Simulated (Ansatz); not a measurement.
# NH (singlet): inputs that go wrong at distance N1–H2 = 1.672 Å

3 inputs are run for NH (singlet) as typed; the log has to tell whether the result can be used and what must change.

The runs use Ansatz 0.2.0, Gaussian basis; the settings change from run to run.

24 further runs of the same task are left out: 5 for a known fault of the program, 15 that didn't finish, 4 set aside as unsound or not needed.

**1. The system**

The geometry derives from a PBE0/def2-TZVP stationary point (not a proven minimum). One bond is set to the value named and the two fragments are kept rigid.

2 atoms, charge 0, spin multiplicity 1.

Atoms are counted from 1 here; the program's logs count them from 0.

No contacts short enough for the rule that draws bonds.

**2. Input 1**

Input file in.yaml:

```yaml
crystal:
  periodic: [false, false, false]
  atoms:
    - {symbol: N, position_ang: [0.000000, 0.000000, 0.000000]}
    - {symbol: H, position_ang: [0.000000, 0.000000, 1.672000]}
basis:
  gaussian: {orbitals: def2-SVPD, point_charges: [{charge: 1.00, position_ang: [3.844, 0.746, -0.598]}]}
correlation: {method: fic_mrcisd_q, electrons: all, active_space: {window: {electrons: 2, orbitals: 2}, states: [{multiplicity: 1, weights: [1, 1, 1, 1]}, {multiplicity: 3, weights: [1]}]}}
```

On the command line:

```
ansatz run in.yaml --threads 1 --pin off --events-out ev --progress --plain --max-ram 2393MiB
```

The program printed:

```text
Functional definition: HF
  name "HF"
  cite "Fock, Z. Phys. 61, 126 (1930) doi:10.1007/BF01340294"
  parent pbe
  exchange = exact_x
  correlation = 0
461 factors; integrals over basis functions are off by at most 1.9e-7 eV
mean field evaluation 1: about -1488.1572 eV, gradient 7.4e0 eV
mean field evaluation 2: about -1488.1572 eV, gradient 7.4e0 eV
mean field evaluation 4: about -1488.4033 eV, gradient 6.6e-1 eV
mean field evaluation 8: about -1488.4053 eV, gradient 4.5e-3 eV
mean field evaluation 16: about -1488.4043 eV, gradient 2.5e-1 eV
mean field evaluation 32: about -1488.3031 eV, gradient 4.9e-1 eV
mean field -1488.40533488 eV, -54.6978871795 hartree, gradient 6.3e-6 eV, S^2 0.000000; 5 other end points of the search recorded, 0 dependent functions left out; unrestricted orbitals would lower it
reference -1488.40533488 eV, -54.6978871795 hartree; 4, 4 occupied and 24, 24 virtual orbitals, 461 factors
Error: 4 states are sought, and the space of determinants holds 3 states of this symmetry and spin
```

Wall time 0.18 s (1 thread of Arm Neoverse V1, shared host).

What is wrong: The run stopped with an error. It says: «4 states are sought, and the space of determinants holds 3 states of this symmetry and spin». Cure: ask for fewer states or enlarge the space.

**3. Input 2**

Input file in.yaml:

```yaml
crystal:
  periodic: [false, false, false]
  atoms:
    - {symbol: N, position_ang: [0.000000, 0.000000, 0.000000]}
    - {symbol: H, position_ang: [0.000000, 0.000000, 3.159578]}
basis:
  gaussian: {orbitals: "6-31++G**", fitting: {mean_field: def2-universal-jkfit}}
correlation: {active_space: {window: {electrons: 2, orbitals: 10}}}
output: {forces: true}
```

Launched as before.

The program printed, shortened:

```text
Functional definition: HF
  name "HF"
  cite "Fock, Z. Phys. 61, 126 (1930) doi:10.1007/BF01340294"
  parent pbe
[...]
95 factors; integrals over basis functions are off by at most 4.7e-1 eV
[...]
mean field -1484.60308963 eV, -54.5581572438 hartree, gradient 1.6e-6 eV, S^2 0.000000; 9 other end points of the search recorded, 0 dependent functions left out
reference -1484.60308963 eV, -54.5581572438 hartree; 4, 4 occupied and 21, 21 virtual orbitals, 95 factors
state -1489.68845450 eV, -54.7450409557 hartree
[...]
Total energy: -1489.68845450 eV, -54.7450409557 hartree
Atom 0 at     0.000000     0.000000     0.000000 Å, force     0.000000    -0.000000     0.073917 eV/Å
Atom 1 at     0.000000     0.000000     3.159578 Å, force    -0.000000     0.000000    -0.073917 eV/Å
Dipole moment:    -0.000000    -0.000000     0.003402 e Å
```

It took 6 s on 1 thread of Arm Neoverse V1, shared host.

**Diagnosis.** The run converged, which proves nothing about the input. The coordinates are scaled by the bohr-ångström factor. The shortest distance is 3.16 Å, against 1.67 Å in the geometry of step 1. Its energy belongs to another geometry. Fix: restore the coordinates in ångström.

**4. Input 3**

Input file in.yaml:

```yaml
crystal:
  periodic: [false, false, false]
  atoms:
    - {symbol: N, position_ang: [0.000000, 0.000000, 0.000000]}
    - {symbol: H, position_ang: [0.000000, 0.000000, 1.672000]}
basis:
  gaussian: {orbitals: aug-cc-pVDZ}
magnetization: {spin_polarized: false, initial_magnetization: 1}
correlation: {method: fic_mrcisd_q, electrons: outside_noble_gas, active_space: {window: {electrons: 2, orbitals: 4}, states: [{multiplicity: 1, weights: [1, 1, 1, 1]}, {multiplicity: 3, weights: [1]}]}}
accuracy: high
scf: {lower_state_search: off}
```

Same command.

The program printed:

```text
Error: a molecule whose nuclei and cores have a total charge of 8 cannot have a net charge of 0 together with 1 unpaired electrons
```

Wall time 0.03 s (1 thread of Arm Neoverse V1, shared host).

**Diagnosis.** The run was refused. The number of unpaired electrons doesn't fit the electron count. Cure: make charge and initial_magnetization agree.

**5. Summary**

```
input                      level                ended                                                                                        cause    time
    1    MRCISD+Q(2,2)/def2-SVPD  stopped by an error  4 states are sought, and the space of determinants holds 3 states of this symmetry and spin  0.18 s
    2     CASSCF(2,10)/6-31++G**            converged                                       the coordinates are scaled by the bohr-ångström factor     6 s
    3  MRCISD+Q(2,4)/aug-cc-pVDZ              refused                              the number of unpaired electrons doesn't fit the electron count  0.03 s
```

1 stopped by an error, 1 converged, 1 refused. The input that converges on a wrong geometry or spin is the dangerous one: no error points at it, so geometry and ⟨S²⟩ have to be checked.
